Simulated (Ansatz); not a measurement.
H$_{2}$S beside CH$_{4}$O: one fragment in the basis of the whole pair (the partner's atoms are ghosts).

Input (in.yaml):

```yaml
crystal:
  periodic: [false, false, false]
  atoms:
    - {symbol: C, position_ang: [0.308488, -0.257192, 1.268199]}
    - {symbol: O, position_ang: [-0.439598, 0.698195, 0.542370]}
    - {symbol: H, position_ang: [1.134320, -0.566200, 0.627490]}
    - {symbol: H, position_ang: [-0.284058, -1.145075, 1.515170]}
    - {symbol: H, position_ang: [0.722050, 0.164711, 2.190850]}
    - {symbol: H, position_ang: [-1.210991, 0.946823, 1.055927]}
basis:
  gaussian:
    orbitals: STO-3G
    ghost_atoms:
      - {symbol: S, position_ang: [-0.270205, -0.474501, -2.661228]}
      - {symbol: H, position_ang: [-0.474542, 0.104003, -1.459208]}
      - {symbol: H, position_ang: [0.514435, 0.529335, -3.079567]}
hamiltonian: {xc: pbe, dispersion: d4}
```

Run by:

```bash
ansatz run in.yaml --threads 4 --pin off --events-out ev --progress --plain --max-ram 9574MiB
```

The run's output (Ansatz 0.2.0):

```
Functional definition: PBE
  name "PBE"
  cite "Perdew, Burke & Ernzerhof, Phys. Rev. Lett. 77, 3865 (1996) doi:10.1103/PhysRevLett.77.3865"
  parent pbe
  parameter kappa = 0.804
  parameter beta = 0.06672455060314922
  exchange = pbe_x(kappa = kappa, mu = beta*pi^2/3)
  correlation = pbe_c(beta = beta)
283 factors; integrals over basis functions are off by at most 2.2e-3 eV
mean field evaluation 1: about -3102.6133 eV, gradient 1.1e1 eV
mean field evaluation 2: about -3102.4304 eV, gradient 1.5e1 eV
mean field evaluation 4: about -3103.0130 eV, gradient 2.0e-1 eV
mean field evaluation 8: about -3102.9592 eV, gradient 5.5e-4 eV
mean field -3102.95920410 eV, -114.0316474895 hartree, gradient 1.0e-5 eV, S^2 0.000000; 0 other end points of the search recorded, 0 dependent functions left out
reference -3102.95922349 eV, -114.0316482020 hartree; 9, 9 occupied and 16, 16 virtual orbitals, 283 factors
Total energy: -3103.00074270 eV, -114.0331740048 hartree
```

The lines “mean field evaluation” count trial sets of orbitals through the whole run, from several starts and some on an approximate energy, so they need not fall steadily or lie above the final value.

Hardware: 4 CPU threads of an Arm Neoverse V1, shared host. Wall time about 0.25 s.
